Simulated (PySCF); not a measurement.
Below is a simulated gas-phase C 1s photoelectron spectrum of `CCP1CC1`.

Every computed line was given a Gaussian of 0.8 eV full width at half maximum and an area set by the number of equivalent atoms; the highest printed point is 100. Method: PySCF, delta-SCF UKS SCAN, pcX-2 on the ionised atom, pcseg-1 elsewhere, spin-free X2C.

binding energy (eV), intensity and a bar:
```
    289.2          0 
    289.3          0 
    289.4          1 
    289.5          2 #
    289.6          5 ##
    289.7         10 ###
    289.8         18 #####
    289.9         29 #########
    290.0         44 #############
    290.1         61 ##################
    290.2         78 #######################
    290.3         92 ###########################
    290.4        100 ##############################
    290.5        100 ##############################
    290.6         93 ############################
    290.7         79 ########################
    290.8         63 ###################
    290.9         46 ##############
    291.0         31 #########
    291.1         20 ######
    291.2         12 ###
    291.3          6 ##
    291.4          3 #
    291.5          1 
    291.6          1 
    291.7          0 
    291.8          0
```

Problem. Count the maxima, the lines and the sites behind this envelope.

Solution. The curve has 1 maximum (at 290.5 eV). Under it lie 3 lines from 3 inequivalent carbon sites. At this width some lines have no maximum of their own.

Problem. Decompose the envelope and assign each component. Numbering: `[CH3:1][CH2:2][P:3]1[CH2:4][CH2:5]1`.

Solution. 
| position (eV) | relative area | line | atoms | environment |
| --- | --- | --- | --- | --- |
| 290.39 | 1 | C 1s | C2 | sp3 carbon bound to phosphorus |
| 290.41 | 2 | C 1s | C4/C5 | sp3 carbon bound to phosphorus |
| 290.63 | 1 | C 1s | C1 | methyl carbon |

Problem. What are the centre and the root-mean-square width of the whole band?

Solution. The area-weighted mean of the lines is 290.46 eV. Their own spread about it is 0.10 eV (rms) and each Gaussian has σ = 0.8/2.355 = 0.34 eV; the variances add, which gives 0.35 eV.

The 3 C 1s values lie within 0.24 eV of each other; Gaussian lines of 0.5 eV full width would blend them into one maximum.

No satellites, vibrations or lifetime broadening are included. Topologically equivalent atoms share the value of their first member; where this conformer doesn't relate them by symmetry, their own values could differ. Isolated species at its PBE0-D3(BJ)/def2-SVP geometry (one conformer only).

On an Intel Xeon Platinum 8375C at 2.90 GHz with one thread, shared host, this took 31 s wall and 0.57 GiB of memory at its peak.

Shape of the structure used: `[CH3:1][CH2:2][P:3]1[CH2:4][CH2:5]1`: C1–C2–P3–C4 -94°.
